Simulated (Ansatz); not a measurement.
Ansatz (a first-principles code) input (B3LYP-D3(BJ)/def2-TZVP):

Ansatz 0.2 input:
```yaml
crystal:
  periodic: [false, false, false]
  atoms:
    - {symbol: C, position_ang: [0.01857932, 0.27093420, 0.96955749]}
    - {symbol: C, position_ang: [-0.00353744, 0.17871917, -0.35883483]}
    - {symbol: H, position_ang: [0.03192997, -0.79202135, 1.43233028]}
    - {symbol: H, position_ang: [-0.01910208, 1.09531940, -0.97772709]}
    - {symbol: H, position_ang: [-0.01086407, -0.73776121, -1.03754033]}
basis:
  gaussian:
    orbitals: def2-TZVP
hamiltonian:
  xc: b3lyp
  dispersion: d3bj
total_charge: -1
relax: {f_tol: 0.002, max_steps: 150}
```

End of the output:

```
these checks for a lower state are left out or cut short: starts, cluster_reference, orbital_swaps, neighbouring_geometries, increment
integrals: 0.01 GiB planned
492 factors; their error is unknown
mean field: 0.16 GiB planned
mean field evaluation 64: about -2121.2517 eV, gradient 1.1e-5 eV
mean field -2121.25174411 eV, -77.9545637598 hartree, gradient 1.1e-5 eV, S^2 0.000000; 0 other end points of the search recorded, 0 dependent functions left out
the calculation of the forces begins
reference -2121.25191640 eV, -77.9545700915 hartree; 8, 8 occupied and 72, 72 virtual orbitals, 492 factors
relax step   8: F+E_penalty+E_count = -2121.33659651 eV  Δ(F+E_penalty+E_count) = -2.801e-6 eV  max|allowed force component| = 3.765e-3 eV/Å  Δτ_max = 0.0003 Å  (31 SCF iters, accepted)
these checks for a lower state are left out or cut short: starts, cluster_reference, orbital_swaps, neighbouring_geometries, increment
integrals: 0.01 GiB planned
492 factors; their error is unknown
mean field: 0.16 GiB planned
mean field -2121.25174449 eV, -77.9545637740 hartree, gradient 1.1e-5 eV, S^2 0.000000; 0 other end points of the search recorded, 0 dependent functions left out
the calculation of the forces begins
reference -2121.25191679 eV, -77.9545701057 hartree; 8, 8 occupied and 72, 72 virtual orbitals, 492 factors
relax step   9: F+E_penalty+E_count = -2121.33659663 eV  Δ(F+E_penalty+E_count) = -1.166e-7 eV  max|allowed force component| = 8.941e-4 eV/Å  Δτ_max = 0.0001 Å  (31 SCF iters, accepted)
integrals: 0.01 GiB planned
492 factors; their error is unknown
mean field: 0.16 GiB planned
mean field -2121.25174449 eV, -77.9545637740 hartree, gradient 1.1e-5 eV, S^2 0.000000; 1 other end points of the search recorded, 0 dependent functions left out
the calculation of the forces begins
reference -2121.25191679 eV, -77.9545701057 hartree; 8, 8 occupied and 72, 72 virtual orbitals, 492 factors
Total energy: -2121.33676892 eV, -77.9576883642 hartree
Atom 0 at     0.018843     0.257918     0.983967 Å, force     0.000894     0.000070     0.000549 eV/Å
Atom 1 at    -0.003904     0.186450    -0.365370 Å, force    -0.000192    -0.000057    -0.000827 eV/Å
Atom 2 at     0.031151    -0.787773     1.384183 Å, force    -0.000690     0.000046     0.000005 eV/Å
Atom 3 at    -0.019098     1.092844    -0.989696 Å, force    -0.000407    -0.000055     0.000235 eV/Å
Atom 4 at    -0.009987    -0.734248    -0.985298 Å, force     0.000395    -0.000004     0.000038 eV/Å
Dipole moment:    -0.007499    -0.301324    -0.526874 e Å
```

It need not be the lowest isomer of its formula. Whether it binds its extra electron was not tested at this geometry.
